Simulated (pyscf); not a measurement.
Elementary routes open to `[SiH3][AsH][GaH2]` + `[H][H]` in the gas phase (singlet surface):
A. `[GaH2][AsH2]` + `[SiH4]` (As–Si, H–H broken; As–H, H–Si formed)
B. `[SiH3][AsH2]` + `[GaH3]` (As–Ga, H–H broken; As–H, Ga–H formed)

Single points on ωB97X-D3(BJ)/def2-SVP structures (PySCF, gas phase).

Task: Rank the routes by free-energy barrier at 900 K, lowest first, for ωB97M-D3(BJ)/def2-TZVP energies (ideal gas, 1 atm, RRHO with modes under 100 cm⁻¹ raised to 100, one conformer, R ln 2 for chiral ones without a mode under 150 cm⁻¹).

Result: B (236.1 kJ/mol), A (365.7 kJ/mol)

Route B is the fastest of these, ahead of the next by 129.6 kJ/mol. The most stable products are those of A (ΔG = -3.5 kJ/mol), whose barrier is 129.6 kJ/mol higher: the kinetic and the thermodynamic product differ. At 298 K B is still the fastest. A: On the product side the descent ends in a complex (not fully relaxed), 27.2 kJ/mol under the separated species and 266.5 kJ/mol under the saddle at ωB97X-D3(BJ)/def2-TZVP. B: On the product side the descent ends in a complex, 27.4 kJ/mol under the separated species and 78.2 kJ/mol under the saddle at ωB97X-D3(BJ)/def2-TZVP. Only these routes are compared; each barrier is that of the saddle found, and lower ones may exist. Elements up to Kr have no core potential and no relativistic terms here.
